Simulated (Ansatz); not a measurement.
Basis-set extrapolation for `CC=C(C)C` (PBE0-D4/def2-TZVP geometry, frozen core, the Gaussian-basis code of Ansatz). Multiplicity 1, RHF reference.

|  | def2-TZVPP | def2-QZVPP |
| --- | --- | --- |
| HF | -195.220891 | -195.230052 |
| MP2 correlation | -0.859549 | -0.912908 |
| CCSD(T) correlation | -0.950081 | not run |

Energies in hartree. Use E(X) = E(∞) + A·exp(−7.88·√X) for Hartree–Fock and E(X) = E(∞) + B·X^(−2.97) for correlation, with X = 3 and 4, and add CCSD(T) minus MP2 of the smaller set to the MP2 limit.

**Question.** What is the CCSD(T) energy at the basis-set limit?

**Answer.** HF limit: -195.230052 + (-0.009161) × 0.13774 = -195.23131. MP2 limit: -0.912908 + (-0.053359) × 0.74074 = -0.95243. Higher-order term: -0.950081 − (-0.859549) = -0.09053. Total: -196.27427 hartree, 271.2 kJ/mol below CCSD(T)/def2-TZVPP.
